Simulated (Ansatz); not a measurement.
hcp Re, treated with PBEsol+SOC in Ansatz (plane waves, PAW).

Settings: plane-wave cutoff 520 eV, 24×24×12 k mesh (along the axes of the cell as run), Fermi–Dirac smearing 0.05 eV, PAW data made under PBE.

A third-order Birch–Murnaghan fit to the energies gives V0 = 14.573 Å³/atom, B0 = 387 GPa, B′ = 4.5.

```csv
V (Å³/atom),P (GPa)
13.990,[?]
14.282,[?]
14.573,0.00
14.865,[?]
15.156,-13.89
```

Question: Estimate the withheld pressures from this fit; the answers are the runs' own values.

Answer: 
- 13.990, P (GPa): 17.28
- 14.282, P (GPa): 8.17
- 14.865, P (GPa): -7.32

The formula P = (3/2) B0 (x^(7/3) − x^(5/3)) [1 + (3/4)(B′ − 4)(x^(2/3) − 1)] with x = V0/V meets the computed pressures within 0.05 GPa when these rounded values are put in.

Shape and atoms are relaxed at each volume.

Measured, for comparison: bulk modulus 369 GPa (zero-point energy and finite temperature contributions removed, our sources range from 369 to 381; as tabulated in doi:10.1021/acs.jctc.3c00612). Computed (rounded) less measured: bulk modulus +5 % (+2 % to +5 % over the range).

Note: the bulk modulus comes from volumes at which shape and atoms were relaxed.

Cost on a shared machine: around 19 core-minutes (rough).

Ansatz is a quantum-chemistry and plane-wave program.
